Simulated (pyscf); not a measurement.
H₂N–SiH₂–Cl + SiH₄ -> H₂N–SiH₃ + H₃Si–Cl (four-centre exchange; singlet surface; Cl–Si, H–Si broken, H–Si, Cl–Si formed). PySCF, gas phase, ωB97X-D3(BJ)/def2-SVP geometries. Rate constants from transition-state theory, ωB97M-D3(BJ)/def2-TZVP energies (ideal gas, 1 atm, RRHO with modes under 100 cm⁻¹ raised to 100, one conformer, R ln 2 for rigid chiral ones; no tunnelling), k in cm³ molecule⁻¹ s⁻¹.

```
T (K)  1000/T  log10 k
-----  ------  -------
298     3.354   -45.89
600     1.667   -29.34
900     1.111        ?
1200    0.833   -20.76
```

Q: Fit an Arrhenius line to the three values, give the activation energy, and predict k at 900 K.

A: Least squares gives log10 k = -12.59 − 9.95 × 1000/T, so Ea = 9.95 × ln 10 × 1.987 = 45.5 kcal/mol, against an electronic barrier of 42.2. At 900 K the line gives -23.65; the computed value is -23.68 (ΔG‡ = 74.3 kcal/mol), close to the line. One saddle was located; it need not be the lowest between these sides.
